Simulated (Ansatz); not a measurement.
A nudged elastic band was laid between two geometries of CH6OSi (9 atoms, charge 0, multiplicity 1).

Level of theory: Ansatz 0.2.0, RKS PBE-D4/def2-SVP.

| Quantity | Value |
| --- | --- |
| movable images | 5 |
| climbing image | yes |
| spring | 5.0 eV/Å² |
| optimiser | quadratic models (default) |
| start path | through a guess of the saddle point |
| force threshold | 0.05 eV/Å |
| iteration limit | 60 |
| end points | relaxed |

Image 0:

```xyz
9
Properties=species:S:1:pos:R:3
Si 0.385 -0.023 -0.041
C 0.784 0.021 1.800
H -0.122 -0.124 2.424
H 1.499 -0.790 2.055
H 1.246 0.989 2.083
H 1.638 0.153 -0.848
O -0.619 1.244 -0.523
H -1.525 1.211 -0.172
H -0.237 -1.361 -0.370
```

Image 6:

```xyz
9
Properties=species:S:1:pos:R:3
Si 0.037 0.038 -1.265
C 1.230 -0.054 1.805
H 0.354 -0.690 2.032
H 2.013 -0.213 2.570
H 0.930 1.010 1.782
H 1.649 -0.332 0.813
O -0.760 1.398 -0.648
H -1.523 1.226 -0.065
H -0.879 -1.063 -0.616
```

Task: What changes between the two ends?

Result: Bonds broken: Si1–C2, Si1–H6. Bonds formed: C2–H6. CH6OSi becomes CH4 + H2OSi.

Task: What energy profile does the band end with?

Result: The forces met the threshold. The highest image is number 3 of 0 to 6, 283.8 kJ/mol above the first end and 120.9 kJ/mol above the last; the last end lies 162.9 kJ/mol above the first. The profile has 2 maxima (images 1, 3) with wells between them (image 2): this band takes more than one step, which may be the mechanism or a detour left from its start path. Neighbouring images differ by up to 2.9 eV, so the band resolves the path poorly. A vibrational analysis at the climbing image gives one clearly imaginary mode, 1134i cm⁻¹: a first-order saddle point. The orbitals stay closed-shell, which can raise the energy where a bond breaks towards radicals; this wasn't checked here.

```tsv
image	path coordinate (Å)	energy (kJ/mol)	Si1–C2 (Å)	Si1–H6 (Å)	C2–H6 (Å)
0	0.00	0.0	1.88	1.50	2.79
1	1.86	6.1	1.90	1.50	2.80
2	3.72	1.8	1.89	1.50	2.80
3	5.58	283.8	2.29	1.52	1.61
4	6.48	167.9	2.94	2.14	1.13
5	7.38	162.7	3.28	2.61	1.11
6	8.28	162.9	3.29	2.66	1.11
```

Task: What is the geometry of the highest image?

Result: 
```xyz
9
Properties=species:S:1:pos:R:3
Si 0.192 -0.193 -0.532
C 0.882 -0.082 1.650
H 0.709 -1.059 2.139
H 1.888 0.310 1.891
H 0.124 0.667 1.954
H 1.519 -0.356 0.194
O -0.324 1.400 -0.753
H -1.032 1.699 -0.153
H -0.909 -1.066 0.017
```

The band took 35 iterations and roughly 5 core-minutes.

Run time: 5.1 min on 1 thread of Arm Neoverse V1, with other jobs on the host, peak memory 0.13 GiB.
